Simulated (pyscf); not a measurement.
## Four-centre exchange: `[AsH2][AsH2]` + `[OH2]` → `[AsH2][AsH2]` + `[OH2]`

Gas phase, singlet surface, charge 0. Bonds broken: As1–H3, O7–H8. Bonds formed: As1–H8, H3–O7. Structures and frequencies: ωB97X-D3(BJ)/def2-SVP in PySCF.

Transition state (Å):

```xyz
9

As    -1.3592    -0.9198    -0.2374
As    -1.6699     0.9601     1.2406
H      0.6161    -0.5843    -1.2322
H     -2.3476    -0.3872    -1.2706
H     -2.0162     0.1569     2.4862
H     -0.2138     1.0861     1.6720
O      0.8535     0.3248    -1.7114
H     -0.0844     0.5931    -1.2780
H      0.6353     0.1573    -2.6507
```

One imaginary mode, 1129i cm⁻¹; descent along it reached the two sides named.

| bond | change | reactant side (Å) | saddle | product side |
|---|---|---|---|---|
| As1–H3 | breaks | 1.521 | 2.237 | 3.7 |
| O7–H8 | breaks | 0.966 | 1.067 | 2.7 |
| As1–H8 | forms | 4.2 | 2.235 | 1.564 |
| H3–O7 | forms | 2.9 | 1.055 | 0.964 |

Electronic energies relative to the separated reactants (eV):

```json
[
 {"level": "ωB97X-D3(BJ)/def2-TZVP", "barrier": "2.24", "reaction energy": "0.00", "reverse barrier": "2.24"},
 {"level": "PBE/def2-TZVP", "barrier": "1.85", "reaction energy": "0.00", "reverse barrier": "1.85"},
 {"level": "r²SCAN/def2-TZVP", "barrier": "2.01", "reaction energy": "0.00", "reverse barrier": "2.01"},
 {"level": "B3LYP-D3(BJ)/def2-TZVP", "barrier": "2.11", "reaction energy": "0.00", "reverse barrier": "2.11"},
 {"level": "PBE0-D3(BJ)/def2-TZVP", "barrier": "1.98", "reaction energy": "0.00", "reverse barrier": "1.98"},
 {"level": "M06-2X/def2-TZVP", "barrier": "2.09", "reaction energy": "0.00", "reverse barrier": "2.09"},
 {"level": "ωB97M-D3(BJ)/def2-TZVP", "barrier": "2.15", "reaction energy": "0.00", "reverse barrier": "2.15"},
 {"level": "HF/def2-TZVP", "barrier": "2.90", "reaction energy": "0.00", "reverse barrier": "2.90"}
]
```

With ωB97M-D3(BJ)/def2-TZVP energies and thermal terms (ideal gas, 1 atm, RRHO with modes under 100 cm⁻¹ raised to 100, one conformer, R ln 2 for chiral ones without a mode under 150 cm⁻¹), in eV:

```
T (K)   ΔH‡   ΔG‡    ΔH    ΔG
-----  ----  ----  ----  ----
298    2.15  2.55  0.00  0.00
600    2.15  2.96  0.00  0.00
900    2.17  3.37  0.00  0.00
1200   2.19  3.76  0.00  0.00
```

One saddle was located; it need not be the lowest between these sides. Elements up to Kr have no core potential and no relativistic terms here.
